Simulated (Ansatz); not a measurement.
Zinc-blende BeSe was calculated with PBE0 (Ansatz, a first-principles code, PAW).

Settings: plane-wave cutoff 460 eV, 8×8×8 k mesh, Fermi–Dirac smearing 0.01 eV, scalar-relativistic PAW data made under PBE.

The cell is scaled about its equilibrium volume:

| V (Å³/atom) | P (GPa) | direct gap at Γ (eV) | smallest gap on the k mesh (eV) |
|---|---|---|---|
| 16.192 | 4.57 | 6.528 | 4.030 |
| 16.618 | 2.14 | 6.315 | 4.092 |
| 17.003 | 0.18 | 6.131 | 4.143 |
| 17.470 | -1.92 | 5.916 | 4.201 |
| 17.897 | -3.62 | 5.730 | 4.250 |

The fundamental gap (4.15 eV at the equilibrium volume, on the SCF mesh) lies elsewhere than Γ–Γ.

Spin–orbit coupling is not included.
